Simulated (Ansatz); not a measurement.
C4H9N, SMILES `C=CNCC`, relaxed with RKS PBE0-D4/def2-TZVP in Ansatz from a GFN2-xTB geometry. The force threshold is 0.005 eV/Å; the program also tests the step.

The species carries charge 0 and has multiplicity 1.

Start:

```xyz
14

C    -0.899    2.080    0.933
C    -0.253    0.921    0.965
N     0.700    0.516    0.057
C     0.930   -0.891   -0.168
C    -0.140   -1.553   -1.040
H    -1.566    2.370    1.723
H    -0.763    2.783    0.129
H    -0.398    0.225    1.783
H     0.727    1.079   -0.783
H     1.911   -1.002   -0.640
H     0.964   -1.383    0.808
H    -1.122   -1.429   -0.588
H    -0.157   -1.102   -2.030
H     0.065   -2.615   -1.147
```

| step | energy (eV) | largest force (eV/Å) | largest move (Å) |
| --- | --- | --- | --- |
| 1 | -5779.5072 | 0.451 | 0.000 |
| 2 | -5779.5206 | 0.242 | 0.032 |
| 3 | -5779.5235 | 0.058 | 0.024 |
| 4 | -5779.5236 | 0.085 | 0.026 |
| 5 | -5779.5242 | 0.032 | 0.019 |
| 6 | -5779.5245 | 0.024 | 0.011 |
| 7 | -5779.5246 | 0.013 | 0.009 |
| 8 | -5779.5246 | 0.006 | 0.008 |
| 9 | -5779.5246 | 0.002 | 0.002 |

End:

```xyz
14

C    -0.916    2.081    0.920
C    -0.242    0.929    0.942
N     0.734    0.522    0.062
C     0.931   -0.891   -0.176
C    -0.150   -1.548   -1.021
H    -1.602    2.324    1.719
H    -0.782    2.812    0.130
H    -0.411    0.220    1.749
H     0.819    1.099   -0.761
H     1.909   -1.023   -0.646
H     0.991   -1.382    0.800
H    -1.131   -1.437   -0.552
H    -0.201   -1.091   -2.013
H     0.050   -2.614   -1.152
```

Hardware: 2 threads of an AMD EPYC 7R13 on a shared host and a share of an NVIDIA H100 80 GB. Wall time 16 s, peak host memory 0.87 GiB.
